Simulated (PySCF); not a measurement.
Mapped SMILES: `[CH2:1]=[C:2]([Cl:3])[CH2:4][Cl:5]`. Hydrogens are named by the atom that carries them. Ha(C1) is cis to Cl3; Hb(C1) is trans to Cl3.

Geometry: GFN2-xTB; GIAO absolute shieldings from PySCF 2.14.0 with density-fitted response routines, gas phase, non-relativistic, averaged over equivalent atoms.

At PBE0/ANO-RCC-VDZP (98 basis functions, 8.1 s wall time on 1 thread of an Arm Neoverse V2, shared host):
```
 atoms  σ (ppm)
    C2     45.2
    C1     74.5
    C4    139.7
   Cl3    760.6
   Cl5    893.2
Hb(C1)    25.63
Ha(C1)    26.02
 H(C4)    27.55
```

**Question.** Predict the values at HSE06/pcSseg-1 on the same geometry.

**Answer.** 
```
 atoms  σ at HSE06/pcSseg-1  change
    C2                 37.3    -7.9
    C1                 65.4    -9.1
    C4                134.1    -5.6
   Cl3                698.6   -62.0
   Cl5                853.0   -40.2
Hb(C1)                25.55   -0.08
Ha(C1)                25.93   -0.09
 H(C4)                27.64   +0.09
```

The largest change is at Cl3 (chlorine bonded to C). Cost: 119 basis functions, 12 s wall time on 1 thread of an Arm Neoverse V2, shared host. The order of the carbon signals is the same at both levels.

Carbons that carry Cl, above all several Cl atoms, come out too deshielded, partly because spin–orbit coupling is missing.
